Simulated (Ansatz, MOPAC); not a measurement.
Molecule: CH7BO2Si, charge 0, multiplicity 1. SMILES: C[SiH2]B(O)O
Geometry: optimised at B3LYP-D3(BJ)/def2-TZVP (Ansatz, a quantum-chemistry and plane-wave program).

AM1 beside other levels, property by property. Conventions: non-relativistic; LANL2DZ with its own core potentials from Na on; spin-orbit terms left out; dispersion terms only where a functional's name holds one; 6-311+G** with 5d, 6d on Na to Ar in Ansatz; open shells spin-unrestricted; frozen cores in correlated levels. CBS(X,Y): correlation extrapolated as X^-3; Hartree-Fock from the larger set. The bracket is a focal-point correction in the basis named. Ab initio and DFT rows: single points at B3LYP-D3(BJ) geometries (Ansatz), with unscaled harmonic terms from B3LYP/6-31G* (Ansatz) at its own minima, enthalpies of formation by atomisation with measured atoms. Semi-empirical rows: MOPAC heats of formation at their own minima for 298 K.

Coupled cluster (Ansatz) is a level with limits of its own, used here on species with T1 under 0.025 (0.045 for open shells) and stable references: (a) RI-MP2/CBS(cc-pV(T+d)Z,cc-pV(Q+d)Z)+[CCSD(T)-MP2]/cc-pV(T+d)Z; (b) CCSD(T)/CBS(aug-cc-pV(T+d)Z,aug-cc-pV(Q+d)Z); (c) CCSD(T)/CBS(cc-pV(T+d)Z,cc-pV(Q+d)Z).

```csv
property,AM1 (MOPAC),B3LYP/LANL2DZ (Ansatz),B3LYP/6-311+G** (Ansatz),B3LYP-D3(BJ)/def2-TZVPD (Ansatz + dftd3),to compare with
"B-O bond dissociation enthalpy at 298 K, to C[SiH2][B]O + [OH] (HO) (kcal/mol)",123.9,135.5,136.9,139.1,145.1 coupled cluster (c)
"B-Si bond dissociation enthalpy at 298 K, to C[SiH2] (CH5Si) + O[B]O (kcal/mol)",68.4,89.9,83.8,86.2,91.7 coupled cluster (a)
"C-Si bond dissociation enthalpy at 298 K, to OB(O)[SiH2] + [CH3] (CH3) (kcal/mol)",63.8,74.7,76.3,79.9,84.1 coupled cluster (b)
"H-Si bond dissociation enthalpy at 298 K, to C[SiH]B(O)O + H atom (kcal/mol)",69.0,84.0,85.7,86.6,88.7 coupled cluster (c)
enthalpy of formation at 298 K (kcal/mol),-171.1,-93.1,-133.2,-150.2,-152.4 coupled cluster (b)
"C-H bond dissociation enthalpy at 298 K, to [CH2][SiH2]B(O)O + H atom (kcal/mol)",85.2,99.3,97.6,98.1,100.4 coupled cluster (c)
```

As the rows show:
- B-O bond dissociation enthalpy at 298 K, to C[SiH2][B]O + [OH] (HO): AM1 lies 21.2 kcal/mol below coupled cluster.
- B-Si bond dissociation enthalpy at 298 K, to C[SiH2] (CH5Si) + O[B]O: AM1 lies 23.3 kcal/mol below coupled cluster.
- C-Si bond dissociation enthalpy at 298 K, to OB(O)[SiH2] + [CH3] (CH3): AM1 lies 20.3 kcal/mol below coupled cluster.
- H-Si bond dissociation enthalpy at 298 K, to C[SiH]B(O)O + H atom: AM1 lies 19.7 kcal/mol below coupled cluster.
- enthalpy of formation at 298 K: AM1 lies 18.7 kcal/mol below coupled cluster.
- C-H bond dissociation enthalpy at 298 K, to [CH2][SiH2]B(O)O + H atom: AM1 lies 15.2 kcal/mol below coupled cluster.

The properties are those with a value to compare with, at most eight drawn at random. No case is left out for the size of its miss. Left out are saddle points of the reference geometry, anions that the best level run finds unbound, excited spin states, species near biochemistry, 298 K rows of species without real B3LYP wavenumbers, cases with under five habitual levels, runs that failed or that the program found above a lower state of the same kind, table entries that another table contradicts, and a share of species set aside by lot.
